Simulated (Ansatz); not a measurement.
**CH₃+ (singlet): the correlation ladder at scale of all distances = 1.315, cc-pVDZ**

How much of the correlation energy of CH₃+ (singlet) does each wave-function method recover here?

Computed with Ansatz 0.2.0, Gaussian basis. Level: cc-pVDZ, core rule «outside noble gas», up to 1 orbitals frozen.

Plan: UHF; CCSD(T) on RHF; BCCD(T) on RHF; CISD; CCSDT(Q) on RHF; CCSDTQ on RHF; CASSCF and MRCISD+Q, 2 electrons in 2 orbitals; CASSCF and NEVPT2, 2 electrons in 2 orbitals; CASSCF and MRCISD+Q, 6 electrons in 7 orbitals; CASSCF and NEVPT2, 6 electrons in 7 orbitals; Full CI.

13 further runs of the same task are left out: 1 for a mislabelled method, 9 that didn't finish, 3 set aside as unsound or not needed.

## Step 1: The system

The geometry derives from a PBE0/def2-TZVP stationary point (not a proven minimum). All distances are scaled together.

4 atoms, charge 1, spin multiplicity 1.

Atoms are counted from 1 here; the program's logs count them from 0.

No contacts short enough for the rule that draws bonds.

## Step 2: UHF

The input, in.yaml:

```yaml
crystal:
  periodic: [false, false, false]
  atoms:
    - {symbol: C, position_ang: [0.000000, 0.000000, 0.000000]}
    - {symbol: H, position_ang: [1.437495, 0.018275, -0.000307]}
    - {symbol: H, position_ang: [-0.734575, 1.235764, -0.003685]}
    - {symbol: H, position_ang: [-0.702920, -1.254039, 0.003992]}
basis:
  gaussian: {orbitals: cc-pVDZ}
total_charge: 1
magnetization: {spin_polarized: true, initial_magnetization: 0}
hamiltonian: {xc: hf}
output: {orbitals: {seedname: orbitals}}
```

The run is started by

```sh
$ ansatz run in.yaml --threads 1 --pin off --events-out ev --progress --plain --max-ram 2393MiB
```

After this run come: CCSD(T) on RHF; BCCD(T) on RHF; CISD; CCSDT(Q) on RHF; CCSDTQ on RHF; CASSCF and MRCISD+Q, 2 electrons in 2 orbitals; CASSCF and NEVPT2, 2 electrons in 2 orbitals; CASSCF and MRCISD+Q, 6 electrons in 7 orbitals; CASSCF and NEVPT2, 6 electrons in 7 orbitals; Full CI.

**Question.** What will the summary of the whole plan be? Wanted: FCI below the RHF energy; RMP2 from FCI; RCCSD from FCI; RCCSD(T) from FCI; RCCSDT(Q) from FCI; NEVPT2 pair from FCI; MRCISD+Q pair from FCI; NEVPT2 valence from FCI; T1 diagnostic.

As calculated:

| quantity | value |
| --- | --- |
| FCI below the RHF energy | -4.2650 eV |
| RMP2 from FCI | +88.7 kJ/mol |
| RCCSD from FCI | +11.7 kJ/mol |
| RCCSD(T) from FCI | +2.6 kJ/mol |
| RCCSDT(Q) from FCI | +0.1 kJ/mol |
| NEVPT2 pair from FCI | +79.6 kJ/mol |
| MRCISD+Q pair from FCI | -1.6 kJ/mol |
| NEVPT2 valence from FCI | +36.4 kJ/mol |
| levels within 1 kcal/mol (43 meV) | RCCSD(T), BCCD(T), RCCSDT, RCCSDT(Q), RCCSDTQ, MRCISD+Q pair, MRCISD+Q valence |
| T1 diagnostic | 0.009 |
| effectively unpaired electrons | 0.07 |

**Reading.** RCCSD(T) misses by +2.6 kJ/mol, 0.6 % of the correlation energy. MRCISD+Q pair falls below full CI: the +Q correction isn't variational, and the cores differ from full CI's. One determinant dominates. Of the multireference levels listed MRCISD+Q valence comes nearest in total energy (+0.6 kJ/mol), which doesn't show that its space is the better one. These misses are within one basis, not against nature.
